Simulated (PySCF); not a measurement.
## Working out the ionisation energy of O

O [He] 2s2 2p4 (3P) → O⁺ [He] 2s2 2p3 (4S). All numbers are calculated (PySCF 2.14, the non-relativistic Hamiltonian (point nucleus), in dyall-acv3z (15s9p4d2f, 76 functions)). Frozen: 1s2; the 19 highest virtual orbitals dropped. Energies in hartree (1 hartree = 27.21139 eV):

```json
{"part": "UHF", "O (lower)": "-74.818717", "O⁺ (upper)": "-74.376978"}
{"part": "CCSD correlation", "O (lower)": "-0.166983", "O⁺ (upper)": "-0.117293"}
{"part": "(T)", "O (lower)": "-0.003596", "O⁺ (upper)": "-0.001780"}
```

Task: What does Hartree-Fock give?

Result: (-74.376978) − (-74.818717) = 0.441739 hartree = 12.020 eV.

Task: What do CCSD and CCSD(T) give?

Result: The CCSD correlation energies differ by 0.049690 hartree = 1.352 eV and the triples by 0.001816 hartree = 0.049 eV, so CCSD gives 13.372 eV and CCSD(T) 13.421 eV.

Measured between the centres of the two terms (NIST): 13.608 eV, so CCSD(T) (valence) is off by -0.187 eV.

What remains against the reference includes basis incompleteness, the frozen core and higher excitations.
